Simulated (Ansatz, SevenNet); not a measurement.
Ladder of methods for the cohesive energy of hcp Zr

Reference value: 6.32 eV/atom (measured, finite-temperature (and zero-point) corrections as in the cited sets, our sources range from 6.27 to 6.32; as tabulated in Jana et al. (2018), arXiv:1807.00350).

```
level (code)           value (eV/atom)  cell (Å³/atom)  error (eV/atom)
---------------------  ---------------  --------------  ---------------
SevenNet-l3i5                     5.37           23.48            -0.95
LDA (Ansatz)                      7.41           21.79            +1.09
PBE (Ansatz)                      6.20           23.39            -0.12
r²SCANh (Ansatz)                  5.52           23.54            -0.80
Hartree–Fock (Ansatz)             2.25           26.14            -4.07
```

Leaving aside SevenNet-l3i5 (doubt noted below), r²SCANh (doubt noted below), Hartree–Fock (doubt noted below): Of the ranked levels PBE (-0.12 eV/atom) comes nearest. Among them LDA (+1.09 eV/atom) misses by most. Of the ranked levels only PBE lands within 0.2 eV/atom.

Free atoms are spin-polarised, in the lowest state found; at levels without +SOC their spin–orbit coupling is left out.  SevenNet-l3i5: free atoms can lie outside what these potentials were trained on. r²SCANh, Hartree–Fock: the free atom's electronic state is in doubt. Each level is taken at its own relaxed cell. Cutoffs and k meshes differ between the levels. Ansatz's density-functional and Hartree–Fock values are scalar-relativistic unless marked +SOC, with PAW data made under PBE.

Machine-learned potentials (SevenNet-l3i5) are trained on DFT data: a solid inside that data is no test of them.

Differences are worked out from the printed values.

Ansatz is an electronic-structure program.
